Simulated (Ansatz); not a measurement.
## As (model structure, started from the lonsdaleite type, P6₃/mmc, No. 194, 4 atoms in the cell): properties by level of theory

```
level (code)         equilibrium lattice constant a (Å)  c axis length (Å)
-------------------  ----------------------------------  -----------------
PBE (Ansatz)                                      4.615         (withheld)
PBEsol (Ansatz)                                   4.549              5.651
PBE-D3(BJ) (Ansatz)                          (withheld)              5.692
```

Question: Complete the blanks.

Answer: 
- PBE (Ansatz, a quantum-chemistry and plane-wave program), c axis length (Å): 5.843
- PBE-D3(BJ) (Ansatz), equilibrium lattice constant a (Å): 4.553

Ansatz's density-functional and Hartree–Fock values are scalar-relativistic unless marked +SOC, with PAW data made under PBE.

The computed numbers hold no vibrational or temperature effects.

A model structure was made by putting elements into a prototype or built by hand; it is no filed structure, need not be a known phase, and can be a saddle point held by its symmetry.
